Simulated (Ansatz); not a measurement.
# C3H3FS: one species, many methods

One table from this session's results is given with a row withheld; the runs are named, their logs left out.

Computed with Ansatz 0.2.0, Gaussian basis. Level: functionals in def2-TZVPP, the program's frozen cores in correlated methods.

The runs, in order: LDA (SPW92), PBE-D4, revPBE-D4, BLYP-D4, r2SCAN-D4, B97M-V, PBE0-D4, B3LYP-D4, r2SCANh-D4, r2SCAN0-D4, HSE06-D4, BHLYP-D4, CAM-B3LYP-D4, LC-ωPBE, ωB97X-V, ωB97M-V, B2PLYP, PBE-QIDH; CCSD(T)/def2-SVP; CCSD(T)/def2-TZVPP; MP2/def2-QZVPP; extrapolation to the limit; RPA on PBE.

### The relaxed structure

The geometry comes from an earlier relaxation with PBE0-D4 in a triple-zeta def2 set; it is a stationary point, not always the lowest conformer.

SMILES `F/C=C1\CS1`, 8 atoms, charge 0, spin multiplicity 1.

Atoms are counted from 1 here; the program's logs count them from 0.

Bond lengths: F1–C2 1.341 Å, C2–C3 1.313 Å, C2–H6 1.082 Å, C3–C4 1.449 Å, C3–S5 1.724 Å, C4–S5 1.832 Å, C4–H7 1.085 Å, C4–H8 1.085 Å. Angles: F1–C2–C3 121.0°, F1–C2–H6 113.5°, C3–C2–H6 125.5°, C2–C3–C4 146.4°, C2–C3–S5 143.7°, C4–C3–S5 69.9°, C3–C4–S5 62.1°, C3–C4–H7 118.7°, C3–C4–H8 118.7°, S5–C4–H7 115.3°, S5–C4–H8 115.3°, H7–C4–H8 115.7°, C3–S5–C4 48.0°.

Set-up of the first run:

Input file in.yaml:

```yaml
crystal:
  periodic: [false, false, false]
  atoms:
    - {symbol: F, position_ang: [0.768463, -0.272632, 2.047087]}
    - {symbol: C, position_ang: [0.314225, 0.650619, 1.186363]}
    - {symbol: C, position_ang: [-0.051834, 0.319435, -0.030660]}
    - {symbol: C, position_ang: [-0.205604, -0.750444, -0.995150]}
    - {symbol: S, position_ang: [-0.671356, 0.943504, -1.513668]}
    - {symbol: H, position_ang: [0.288656, 1.649991, 1.599168]}
    - {symbol: H, position_ang: [0.682255, -1.154045, -1.471640]}
    - {symbol: H, position_ang: [-1.032604, -1.443527, -0.877100]}
basis:
  gaussian: {orbitals: def2-TZVPP}
hamiltonian: {xc: lda}
output: {orbitals: {seedname: orbitals}}
```

On the command line:

```console
ansatz run in.yaml --threads 2 --pin off --events-out ev --progress --plain --max-ram 4352MiB
```

Steps of the session up to this table: LDA; PBE-D4 (GGA); revPBE-D4 (GGA); BLYP-D4 (GGA); r2SCAN-D4 (meta-GGA); B97M-V (meta-GGA); PBE0-D4 (hybrid); B3LYP-D4 (hybrid); r2SCANh-D4 (hybrid); r2SCAN0-D4 (hybrid); HSE06-D4 (hybrid); BHLYP-D4 (hybrid); CAM-B3LYP-D4 (range-separated); LC-ωPBE (range-separated); ωB97X-V (range-separated); ωB97M-V (range-separated); B2PLYP (double hybrid); PBE-QIDH (double hybrid).

One table of the session follows, with a row left open; its other results are not shown here.

It belongs to the step «Frontier levels by functional». 

| functional | HOMO (eV) | gap (eV) |
| --- | --- | --- |
| LDA (SPW92) | -5.52 | 3.90 |
| PBE-D4 | ? | ? |
| revPBE-D4 | -5.29 | 3.96 |
| BLYP-D4 | -5.20 | 3.91 |
| r2SCAN-D4 | -5.56 | 4.37 |
| B97M-V | -5.61 | 4.48 |
| PBE0-D4 | -6.51 | 6.12 |
| B3LYP-D4 | -6.30 | 5.65 |
| r2SCANh-D4 | -5.99 | 5.18 |
| r2SCAN0-D4 | -6.65 | 6.39 |
| HSE06-D4 | -6.12 | 5.34 |
| BHLYP-D4 | -7.55 | 8.23 |
| CAM-B3LYP-D4 | -7.81 | 8.55 |
| LC-ωPBE | -9.14 | 11.11 |
| ωB97X-V | -8.77 | 10.64 |
| ωB97M-V | -8.63 | 10.35 |

Q: Estimate the row for PBE-D4 from the others.

The run gave: HOMO (eV): -5.35; gap (eV): 3.94. In the column «HOMO (eV)» it lies between LDA (SPW92) (-5.52) and revPBE-D4 (-5.29).
